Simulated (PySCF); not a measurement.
**P, P⁺, P²⁺, P³⁺, P⁻: ionisation energies and electron affinity and excitation energies in x2c-TZVPPall plus 1 even-tempered diffuse shell per l**

Wanted: the ionisation energy and electron affinity and excitation energy of phosphorus, up a ladder of methods.

The numbers are computed with PySCF 2.14.0 (unrestricted determinants in a Gaussian basis, no spin-orbit coupling in the energies), except any that are marked as measured or tabulated.

### 1 The system

| Quantity | Value |
| --- | --- |
| Element | phosphorus (Z = 15) |
| Basis | x2c-TZVPPall with one added diffuse shell each of s, p, d type (6s6p4d1f, 51 functions) |
| Hamiltonian | the spin-free X2C one-electron Hamiltonian (Gaussian nucleus) |
| State 1 | P: [Ne] 3s2 3p3, high-spin 4S determinant |
| State 2 | P⁺: [Ne] 3s2 3p2, high-spin 3P determinant |
| State 3 | P²⁺: [Ne] 3s2 3p1, 2P determinant |
| State 4 | P³⁺: [Ne] 3s2, closed-shell 1S |
| State 5 | P⁻: [Ne] 3s2 3p4, high-spin 3P determinant |
| State 6 | P: [Ne] 3s1 3p3 3d1, high-spin 6D determinant (an excited configuration) |
| Methods | CCSD(T) |
| Core shells frozen in the correlated runs | valence and next inner shell: 1s2 (for P) |

Outer shells as boxes (Hund's rule):

P [Ne] 3s2 3p3
```
[Ne] core
3s [↑↓]
3p [↑ ][↑ ][↑ ]
```

P+ [Ne] 3s2 3p2
```
[Ne] core
3s [↑↓]
3p [↑ ][↑ ][  ]
```

P2+ [Ne] 3s2 3p1
```
[Ne] core
3s [↑↓]
3p [↑ ][  ][  ]
```

P3+ [Ne] 3s2
```
[Ne] core
3s [↑↓]
```

One driver process ran all states and methods and kept the integrals in memory. Each run is shown as a PySCF script that sums up its settings (the driver passes frozen orbitals as a list and adds second-order terms of double hybrids); the logs are those of the runs themselves. The driver starts from symmetry-adapted Hartree-Fock orbitals, holds the occupation by maximum overlap and uses a logarithmic radial grid for functionals, so a plain start would take other cycles.

The integrals over 51 functions and the set-up took 0.32 s of CPU time.

### 2 P: CCSD(T) (valence and next inner shell)

#### CCSD(T) (valence and next inner shell)

Input file input.py:

```python
from pyscf import gto, scf, dft, mp, cc
import basis_set_exchange as bse
mol = gto.M(atom="P 0 0 0", charge=0, spin=3, symmetry="D2h",
            basis=gto.basis.parse(bse.get_basis("x2c-TZVPPall", elements=["P"], fmt="nwchem", augment_diffuse=1)),
            nucmod="G")
mf = scf.UHF(mol).sfx2c1e()
mf.irrep_nelec = {'Ag': (3, 3), 'B1u': (2, 1), 'B2u': (2, 1), 'B3u': (2, 1)}
mf.kernel()
mycc = cc.CCSD(mf, frozen=1).run()
mycc.ccsd_t()
```

The program printed:

```text
CC2 = 0
CCSD nocc = (np.int64(8), np.int64(5)), nmo = (50, 50)
frozen orbitals [[0], [0]]
max_cycle = 100
direct = 0
conv_tol = 1e-08
conv_tol_normt = 1e-06
diis_space = 8
diis_start_cycle = 0
Init t2, MP2 energy = -0.243329393713118
Init E_corr(UCCSD) = -0.243329393718022
cycle = 1  E_corr(UCCSD) = -0.255714525617763  dE = -0.0123851319  norm(t1,t2) = 0.040665
cycle = 2  E_corr(UCCSD) = -0.258737102446108  dE = -0.00302257683  norm(t1,t2) = 0.0116574
cycle = 3  E_corr(UCCSD) = -0.259786024111233  dE = -0.00104892167  norm(t1,t2) = 0.00430591
cycle = 4  E_corr(UCCSD) = -0.25977656202198  dE = 9.46208925e-06  norm(t1,t2) = 0.000661108
cycle = 5  E_corr(UCCSD) = -0.259766320012442  dE = 1.02420095e-05  norm(t1,t2) = 9.51926e-05
cycle = 6  E_corr(UCCSD) = -0.259768549740014  dE = -2.22972757e-06  norm(t1,t2) = 2.50885e-05
cycle = 7  E_corr(UCCSD) = -0.259768457598106  dE = 9.21419082e-08  norm(t1,t2) = 8.37676e-06
cycle = 8  E_corr(UCCSD) = -0.259768421219334  dE = 3.63787718e-08  norm(t1,t2) = 1.90866e-06
cycle = 9  E_corr(UCCSD) = -0.259768425104521  dE = -3.88518701e-09  norm(t1,t2) = 4.84394e-07
UCCSD converged
E(UCCSD) = -341.7861144456313  E_corr = -0.2597684251045207
UCCSD(T) correction = -0.00542279975756422
```

It used 11 s of CPU time after the integrals (shared host).

CCSD correlation -0.25977 hartree, triples -0.00542; total -341.791537. T1 = 0.004, largest double amplitude 0.038.

### 3 P⁺, at CCSD(T) (valence and next inner shell)

#### CCSD(T) (valence and next inner shell)

Input file input.py:

```python
from pyscf import gto, scf, dft, mp, cc
import basis_set_exchange as bse
mol = gto.M(atom="P 0 0 0", charge=1, spin=2, symmetry="D2h",
            basis=gto.basis.parse(bse.get_basis("x2c-TZVPPall", elements=["P"], fmt="nwchem", augment_diffuse=1)),
            nucmod="G")
mf = scf.UHF(mol).sfx2c1e()
mf.irrep_nelec = {'Ag': (3, 3), 'B1u': (2, 1), 'B2u': (2, 1), 'B3u': (1, 1)}
mf.kernel()
mycc = cc.CCSD(mf, frozen=1).run()
mycc.ccsd_t()
```

The program printed:

```text
CC2 = 0
CCSD nocc = (np.int64(7), np.int64(5)), nmo = (50, 50)
frozen orbitals [[0], [0]]
max_cycle = 100
direct = 0
conv_tol = 1e-08
conv_tol_normt = 1e-06
diis_space = 8
diis_start_cycle = 0
Init t2, MP2 energy = -0.222111006249259
Init E_corr(UCCSD) = -0.222111006262796
cycle = 1  E_corr(UCCSD) = -0.235125415873068  dE = -0.0130144096  norm(t1,t2) = 0.047321
cycle = 2  E_corr(UCCSD) = -0.23898933564658  dE = -0.00386391977  norm(t1,t2) = 0.0182629
cycle = 3  E_corr(UCCSD) = -0.241109081261372  dE = -0.00211974561  norm(t1,t2) = 0.00848173
cycle = 4  E_corr(UCCSD) = -0.241105369163086  dE = 3.71209829e-06  norm(t1,t2) = 0.00150067
cycle = 5  E_corr(UCCSD) = -0.241100200915983  dE = 5.1682471e-06  norm(t1,t2) = 0.000229631
cycle = 6  E_corr(UCCSD) = -0.241106068059045  dE = -5.86714306e-06  norm(t1,t2) = 6.76627e-05
cycle = 7  E_corr(UCCSD) = -0.241105171287185  dE = 8.9677186e-07  norm(t1,t2) = 1.52943e-05
cycle = 8  E_corr(UCCSD) = -0.241105248394664  dE = -7.71074799e-08  norm(t1,t2) = 2.18828e-06
cycle = 9  E_corr(UCCSD) = -0.241105238284903  dE = 1.01097619e-08  norm(t1,t2) = 4.95653e-07
cycle = 10  E_corr(UCCSD) = -0.24110523563707  dE = 2.64783301e-09  norm(t1,t2) = 1.20322e-07
UCCSD converged
E(UCCSD) = -341.4037690337841  E_corr = -0.2411052356370696
UCCSD(T) correction = -0.0039090959815974
```

It used 12 s of CPU time after the integrals (shared host).

CCSD correlation -0.24111 hartree, triples -0.00391; total -341.407678. T1 = 0.007, largest double amplitude 0.096.

### 4 P²⁺, at CCSD(T) (valence and next inner shell)

#### CCSD(T) (valence and next inner shell)

Input file input.py:

```python
from pyscf import gto, scf, dft, mp, cc
import basis_set_exchange as bse
mol = gto.M(atom="P 0 0 0", charge=2, spin=1, symmetry="D2h",
            basis=gto.basis.parse(bse.get_basis("x2c-TZVPPall", elements=["P"], fmt="nwchem", augment_diffuse=1)),
            nucmod="G")
mf = scf.UHF(mol).sfx2c1e()
mf.irrep_nelec = {'Ag': (3, 3), 'B1u': (1, 1), 'B2u': (2, 1), 'B3u': (1, 1)}
mf.kernel()
mycc = cc.CCSD(mf, frozen=1).run()
mycc.ccsd_t()
```

The program printed:

```text
CC2 = 0
CCSD nocc = (np.int64(6), np.int64(5)), nmo = (50, 50)
frozen orbitals [[0], [0]]
max_cycle = 100
direct = 0
conv_tol = 1e-08
conv_tol_normt = 1e-06
diis_space = 8
diis_start_cycle = 0
Init t2, MP2 energy = -0.205400844401808
Init E_corr(UCCSD) = -0.205400844406222
cycle = 1  E_corr(UCCSD) = -0.216852482833354  dE = -0.0114516384  norm(t1,t2) = 0.0471673
cycle = 2  E_corr(UCCSD) = -0.22075277666798  dE = -0.00390029383  norm(t1,t2) = 0.0197608
cycle = 3  E_corr(UCCSD) = -0.223213477425586  dE = -0.00246070076  norm(t1,t2) = 0.00912599
cycle = 4  E_corr(UCCSD) = -0.223202545063087  dE = 1.09323625e-05  norm(t1,t2) = 0.00103103
cycle = 5  E_corr(UCCSD) = -0.223202192771706  dE = 3.52291381e-07  norm(t1,t2) = 0.000148651
cycle = 6  E_corr(UCCSD) = -0.223206232080246  dE = -4.03930854e-06  norm(t1,t2) = 3.56861e-05
cycle = 7  E_corr(UCCSD) = -0.223205523064494  dE = 7.09015752e-07  norm(t1,t2) = 8.62048e-06
cycle = 8  E_corr(UCCSD) = -0.223205728012739  dE = -2.04948245e-07  norm(t1,t2) = 2.11134e-06
cycle = 9  E_corr(UCCSD) = -0.223205687087874  dE = 4.09248642e-08  norm(t1,t2) = 3.74553e-07
cycle = 10  E_corr(UCCSD) = -0.223205684517137  dE = 2.57073701e-09  norm(t1,t2) = 7.52713e-08
UCCSD converged
E(UCCSD) = -340.6821187219251  E_corr = -0.2232056845171373
UCCSD(T) correction = -0.00272851466822023
```

CPU time 9.8 s on a shared host, the integrals not counted.

CCSD correlation -0.22321 hartree, triples -0.00273; total -340.684847. T1 = 0.007, largest double amplitude 0.101.

### 5 P³⁺: CCSD(T) (valence and next inner shell)

#### CCSD(T) (valence and next inner shell)

Input file input.py:

```python
from pyscf import gto, scf, dft, mp, cc
import basis_set_exchange as bse
mol = gto.M(atom="P 0 0 0", charge=3, spin=0, symmetry="D2h",
            basis=gto.basis.parse(bse.get_basis("x2c-TZVPPall", elements=["P"], fmt="nwchem", augment_diffuse=1)),
            nucmod="G")
mf = scf.UHF(mol).sfx2c1e()
mf.irrep_nelec = {'Ag': (3, 3), 'B1u': (1, 1), 'B2u': (1, 1), 'B3u': (1, 1)}
mf.kernel()
mycc = cc.CCSD(mf, frozen=1).run()
mycc.ccsd_t()
```

The program printed:

```text
CC2 = 0
CCSD nocc = 5, nmo = 50
frozen orbitals [0]
max_cycle = 100
direct = 0
conv_tol = 1e-08
conv_tol_normt = 1e-06
diis_space = 8
diis_start_cycle = 0
Init t2, MP2 energy = -339.566056551392  E_corr(MP2) -0.194364864144193
Init E_corr(CCSD) = -0.194364864144214
cycle = 1  E_corr(CCSD) = -0.202867021795192  dE = -0.00850215765  norm(t1,t2) = 0.0377593
cycle = 2  E_corr(CCSD) = -0.205757103293827  dE = -0.0028900815  norm(t1,t2) = 0.0155181
cycle = 3  E_corr(CCSD) = -0.207479618953509  dE = -0.00172251566  norm(t1,t2) = 0.00681587
cycle = 4  E_corr(CCSD) = -0.207468804033235  dE = 1.08149203e-05  norm(t1,t2) = 0.000337556
cycle = 5  E_corr(CCSD) = -0.207464301821123  dE = 4.50221211e-06  norm(t1,t2) = 2.3063e-05
cycle = 6  E_corr(CCSD) = -0.207465181647515  dE = -8.79826393e-07  norm(t1,t2) = 2.7802e-06
cycle = 7  E_corr(CCSD) = -0.207465092685827  dE = 8.89616888e-08  norm(t1,t2) = 3.36131e-07
cycle = 8  E_corr(CCSD) = -0.207465088077766  dE = 4.60806107e-09  norm(t1,t2) = 5.41748e-08
CCSD converged
E(CCSD) = -339.5791567753258  E_corr = -0.2074650880777656
CCSD(T) correction = -0.00185914290143227
```

CPU time 1.7 s on a shared host, the integrals not counted.

CCSD correlation -0.20747 hartree, triples -0.00186; total -339.581016. T1 = 0.004, largest double amplitude 0.106.

### 6 P⁻, at CCSD(T) (valence and next inner shell)

#### CCSD(T) (valence and next inner shell)

Input file input.py:

```python
from pyscf import gto, scf, dft, mp, cc
import basis_set_exchange as bse
mol = gto.M(atom="P 0 0 0", charge=-1, spin=2, symmetry="D2h",
            basis=gto.basis.parse(bse.get_basis("x2c-TZVPPall", elements=["P"], fmt="nwchem", augment_diffuse=1)),
            nucmod="G")
mf = scf.UHF(mol).sfx2c1e()
mf.irrep_nelec = {'Ag': (3, 3), 'B1u': (2, 1), 'B2u': (2, 2), 'B3u': (2, 1)}
mf.kernel()
mycc = cc.CCSD(mf, frozen=1).run()
mycc.ccsd_t()
```

The program printed:

```text
CC2 = 0
CCSD nocc = (np.int64(8), np.int64(6)), nmo = (50, 50)
frozen orbitals [[0], [0]]
max_cycle = 100
direct = 0
conv_tol = 1e-08
conv_tol_normt = 1e-06
diis_space = 8
diis_start_cycle = 0
Init t2, MP2 energy = -0.270421555810433
Init E_corr(UCCSD) = -0.270421555812207
cycle = 1  E_corr(UCCSD) = -0.284026321019696  dE = -0.0136047652  norm(t1,t2) = 0.0516588
cycle = 2  E_corr(UCCSD) = -0.288118169354417  dE = -0.00409184833  norm(t1,t2) = 0.0184244
cycle = 3  E_corr(UCCSD) = -0.28989996626577  dE = -0.00178179691  norm(t1,t2) = 0.00908721
cycle = 4  E_corr(UCCSD) = -0.289889252100963  dE = 1.07141648e-05  norm(t1,t2) = 0.00289719
cycle = 5  E_corr(UCCSD) = -0.289841643154166  dE = 4.76089468e-05  norm(t1,t2) = 0.00129583
cycle = 6  E_corr(UCCSD) = -0.289864204423936  dE = -2.25612698e-05  norm(t1,t2) = 0.000567728
cycle = 7  E_corr(UCCSD) = -0.289870233940683  dE = -6.02951675e-06  norm(t1,t2) = 0.000203308
cycle = 8  E_corr(UCCSD) = -0.289867292199689  dE = 2.94174099e-06  norm(t1,t2) = 9.71774e-05
cycle = 9  E_corr(UCCSD) = -0.289867989242345  dE = -6.97042656e-07  norm(t1,t2) = 3.23376e-05
cycle = 10  E_corr(UCCSD) = -0.289868121671092  dE = -1.32428747e-07  norm(t1,t2) = 8.81884e-06
cycle = 11  E_corr(UCCSD) = -0.289868039539208  dE = 8.21318842e-08  norm(t1,t2) = 3.42367e-06
cycle = 12  E_corr(UCCSD) = -0.289868071658191  dE = -3.21189832e-08  norm(t1,t2) = 1.23344e-06
cycle = 13  E_corr(UCCSD) = -0.289868057921528  dE = 1.37366634e-08  norm(t1,t2) = 5.18304e-07
cycle = 14  E_corr(UCCSD) = -0.289868055301169  dE = 2.62035849e-09  norm(t1,t2) = 1.55468e-07
UCCSD converged
E(UCCSD) = -341.8034781468237  E_corr = -0.2898680553011694
UCCSD(T) correction = -0.00773293432904251
```

It used 15 s of CPU time after the integrals (shared host).

CCSD correlation -0.28987 hartree, triples -0.00773; total -341.811211. T1 = 0.010, largest double amplitude 0.048.

### 7 P [Ne] 3s1 3p3 3d1: CCSD(T) (valence and next inner shell)

#### CCSD(T) (valence and next inner shell)

Input file input.py:

```python
from pyscf import gto, scf, dft, mp, cc
import basis_set_exchange as bse
mol = gto.M(atom="P 0 0 0", charge=0, spin=5, symmetry="D2h",
            basis=gto.basis.parse(bse.get_basis("x2c-TZVPPall", elements=["P"], fmt="nwchem", augment_diffuse=1)),
            nucmod="G")
mf = scf.UHF(mol).sfx2c1e()
mf.irrep_nelec = {'Ag': (3, 2), 'B1g': (1, 0), 'B1u': (2, 1), 'B2u': (2, 1), 'B3u': (2, 1)}
mf.kernel()
mycc = cc.CCSD(mf, frozen=1).run()
mycc.ccsd_t()
```

The program printed:

```text
CC2 = 0
CCSD nocc = (np.int64(9), np.int64(4)), nmo = (50, 50)
frozen orbitals [[0], [0]]
max_cycle = 100
direct = 0
conv_tol = 1e-08
conv_tol_normt = 1e-06
diis_space = 8
diis_start_cycle = 0
Init t2, MP2 energy = -0.180240987531827
Init E_corr(UCCSD) = -0.180240987537246
cycle = 1  E_corr(UCCSD) = -0.188327388721365  dE = -0.00808640118  norm(t1,t2) = 0.0301043
cycle = 2  E_corr(UCCSD) = -0.190421474567125  dE = -0.00209408585  norm(t1,t2) = 0.00889291
cycle = 3  E_corr(UCCSD) = -0.191109501173668  dE = -0.000688026607  norm(t1,t2) = 0.00299315
cycle = 4  E_corr(UCCSD) = -0.191102828161398  dE = 6.67301227e-06  norm(t1,t2) = 0.000423732
cycle = 5  E_corr(UCCSD) = -0.191096083796204  dE = 6.74436519e-06  norm(t1,t2) = 9.77707e-05
cycle = 6  E_corr(UCCSD) = -0.19109842871345  dE = -2.34491725e-06  norm(t1,t2) = 2.6075e-05
cycle = 7  E_corr(UCCSD) = -0.191098235678618  dE = 1.93034832e-07  norm(t1,t2) = 3.61038e-06
cycle = 8  E_corr(UCCSD) = -0.191098218163131  dE = 1.75154868e-08  norm(t1,t2) = 7.6265e-07
cycle = 9  E_corr(UCCSD) = -0.19109822929975  dE = -1.1136619e-08  norm(t1,t2) = 2.24012e-07
cycle = 10  E_corr(UCCSD) = -0.191098228483947  dE = 8.15803147e-10  norm(t1,t2) = 5.24808e-08
UCCSD converged
E(UCCSD) = -341.2609565544092  E_corr = -0.1910982284839471
UCCSD(T) correction = -0.00148418004902483
```

It used 10 s of CPU time after the integrals (shared host).

CCSD correlation -0.19110 hartree, triples -0.00148; total -341.262441. T1 = 0.002, largest double amplitude 0.030.

### 8 The energy differences

Ionisation energy: P [Ne] 3s2 3p3 (4S) → P⁺ [Ne] 3s2 3p2 (3P).

| method | value (eV) | error (eV) |
| --- | --- | --- |
| UHF | 9.896 | -0.630 |
| MP2 (valence and next inner shell) | 10.474 | -0.052 |
| SCS-MP2 (valence and next inner shell) | 10.297 | -0.229 |
| CCSD (valence and next inner shell) | 10.404 | -0.122 |
| CCSD(T) (valence and next inner shell) | 10.445 | -0.080 |

Reference: 10.526 eV (measured; NIST levels, between the centres of gravity of the two terms). Errors of the correlated levels include the incompleteness of this basis.

Ionisation energy: P⁺ [Ne] 3s2 3p2 (3P) → P²⁺ [Ne] 3s2 3p1 (2P).

| method | value (eV) | less the reference (eV) |
| --- | --- | --- |
| UHF | 19.150 | -0.626 |
| MP2 (valence and next inner shell) | 19.605 | -0.171 |
| SCS-MP2 (valence and next inner shell) | 19.512 | -0.264 |
| CCSD (valence and next inner shell) | 19.637 | -0.139 |
| CCSD(T) (valence and next inner shell) | 19.669 | -0.107 |

Reference: 19.769 eV (semi-empirical (NIST evaluation); NIST Atomic Spectra Database, ionization energies). A first-order spin-orbit estimate (lowest level to lowest level, LS coupling) adds -0.007 eV; the last energy column includes it. Errors of the correlated levels include the incompleteness of this basis.

Ionisation energy: P²⁺ [Ne] 3s2 3p1 (2P) → P³⁺ [Ne] 3s2 (1S).

| method | value (eV) | error (eV) |
| --- | --- | --- |
| UHF | 29.585 | -0.576 |
| MP2 (valence and next inner shell) | 29.885 | -0.276 |
| SCS-MP2 (valence and next inner shell) | 29.870 | -0.291 |
| CCSD (valence and next inner shell) | 30.013 | -0.147 |
| CCSD(T) (valence and next inner shell) | 30.037 | -0.124 |

Reference: 30.203 eV (measured; NIST Atomic Spectra Database, ionization energies). A first-order spin-orbit estimate (lowest level to lowest level, LS coupling) adds 0.042 eV; the last energy column includes it. Errors of the correlated levels include the incompleteness of this basis.

### 9 Differences of total energies, continued

Electron affinity: P⁻ [Ne] 3s2 3p4 (3P) → P [Ne] 3s2 3p3 (4S).

| method | value (eV) | error (eV) |
| --- | --- | --- |
| UHF | -0.3466 | -1.0809 |
| MP2 (valence and next inner shell) | 0.3907 | -0.3437 |
| SCS-MP2 (valence and next inner shell) | 0.4574 | -0.2769 |
| CCSD (valence and next inner shell) | 0.4725 | -0.2618 |
| CCSD(T) (valence and next inner shell) | 0.5354 | -0.1990 |

Reference: 0.747 eV (measured; CRC Handbook (2014) and Andersen, Phys. Rep. 394, 157 (2004), with later updates, as tabulated in the mendeleev Python package). A first-order spin-orbit estimate (lowest level to lowest level, LS coupling) adds 0.012 eV; the last energy column includes it. Errors of the correlated levels include the incompleteness of this basis.

Excitation energy: P [Ne] 3s2 3p3 (4S) → P [Ne] 3s1 3p3 3d1 (6D).

| method | value (eV) | less CCSD(T) (valence and next inner shell) (eV) |
| --- | --- | --- |
| UHF | 12.422 | -1.976 |
| MP2 (valence and next inner shell) | 14.138 | -0.259 |
| SCS-MP2 (valence and next inner shell) | 14.501 | +0.104 |
| CCSD (valence and next inner shell) | 14.290 | -0.107 |
| CCSD(T) (valence and next inner shell) | 14.397 | +0.000 |

The runs at UHF, MP2 (valence and next inner shell) are not shown; their differences are listed all the same.

### 10 Summary of results

| quantity | value |
| --- | --- |
| ionisation energy, P | UHF 9.896, CCSD(T) (valence and next inner shell) 10.445 eV; reference 10.526 |
| ionisation energy, P⁺ | UHF 19.150, CCSD(T) (valence and next inner shell) 19.669 eV; reference 19.769 |
| ionisation energy, P²⁺ | UHF 29.585, CCSD(T) (valence and next inner shell) 30.037 eV; reference 30.203 |
| electron affinity, P | UHF -0.347, CCSD(T) (valence and next inner shell) 0.535 eV; reference 0.747 |
| excitation energy, P → [Ne] 3s1 3p3 3d1 | UHF 12.422, CCSD(T) (valence and next inner shell) 14.397 eV |

Each level's miss (mean over 3 differences):

| method | mean absolute miss against the measured values (with the measured fine structure taken into account where it is known) (eV) |
| --- | --- |
| UHF | 0.762 |
| MP2 (valence and next inner shell) | 0.224 |
| SCS-MP2 (valence and next inner shell) | 0.266 |
| CCSD (valence and next inner shell) | 0.177 |
| CCSD(T) (valence and next inner shell) | 0.134 |

Against experiment CCSD(T) (valence and next inner shell) comes closest (mean absolute error over 3 measured values 0.13 eV) and UHF is farthest (0.76 eV). Hartree-Fock falls short because the species with more electrons holds more correlation energy, which it lacks. The basis is finite, and no extrapolation was made.
